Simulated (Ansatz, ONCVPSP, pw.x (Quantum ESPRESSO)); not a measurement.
# Tc (Z = 43): does the ONCV potential hold in the solid?

ONCVPSP 4.0.1.1 (patched build) input, shortened (lines: element, Z, core and valence counts, functional; n l f; lmax; l rc ep ncon nbas qcut; lloc lpopt rc5 dvloc0; l nproj debl; icmod fcfact rcfact), PBEsol, scalar-relativistic:

```
  Tc 43.00    6    4  -116133      upf
    1    0    2.00
    2    0    2.00
    2    1    6.00
    3    0    2.00
    3    1    6.00
    3    2   10.00
    4    0    2.00
    4    1    6.00
    4    2    5.00
    5    0    2.00
    2
    0    1.90    0.00    5   10    6.80
    1    1.50    0.00    4    7    9.80
    2    2.05    0.00    3    7    8.40
    4    5    1.15    0.00
    0    2    1.50
    1    1    3.30
    2    2    0.80
    3    2.00    1.30
```

Atomic tests: cutoffs needed: 29 Ha and 36 Ha (the cutoffs (Ha) at which the residual kinetic energy of the hardest occupied pseudo-wave falls to 1 and 0.1 mHa per electron); ghost test: no bound ghost flagged; GHOST(+) flagged for s at 151.8 eV; largest excitation error: +61 meV (all-electron minus pseudo) for 4s2 4p6 4d5 5s0 5p1, out of 4 test configurations.

Crystal test: bcc Tc in pw.x 7.5, no spin, 15³ k-points, Fermi–Dirac smearing 0.01 Ry, cutoffs 85/340 Ry. The reference is all-electron LAPW (Ansatz 0.2.0) with the same functional, mesh and smearing; V0 and B0 come from Birch–Murnaghan fits to the pressures at five volumes. Errors are pseudo minus all-electron; Δ is the rms difference of the E(V) curves that follow from these fits, minima aligned, over ±6 % about the mean V0. Mesh and smearing are coarse, so the numbers serve the comparison and aren't converged zero-temperature values; the lattice is a test structure that the element need not adopt.

All-electron: a0 = 3.051 Å (V0 = 14.20 Å³/atom), B0 = 316.6 GPa.

Problem. How far does the potential miss the all-electron equation of state?

Solution. mean pressure error (GPa): -1.84; a0 (Å): 3.045; a0 error (%): -0.19; B0 error (%): +1.9; Δ (meV/atom): 5.7.

```tsv
V (Å³/atom)	P all-electron (GPa)	P pseudo (GPa)
13.494	18.26	16.31
13.849	8.52	6.62
14.204	0.02	-1.82
14.559	-7.38	-9.17
14.914	-13.82	-15.55
```

Problem. At the middle volume, how do free energy and pressure move when the wave cutoff is lowered (ecutrho kept at four times it)?

Solution.

```json
{"cutoff (Ry)": "38", "shift of F (meV/atom)": "+1530.6", "shift of P (GPa)": "-39.24"}
{"cutoff (Ry)": "51", "shift of F (meV/atom)": "+395.8", "shift of P (GPa)": "-18.50"}
{"cutoff (Ry)": "68", "shift of F (meV/atom)": "+29.6", "shift of P (GPa)": "-2.72"}
```

The run at the middle volume (120 k-points, 7 iterations) took about 24 s on one core of a shared host (Neoverse-V1, 32 threads, 247 GiB, load 19).
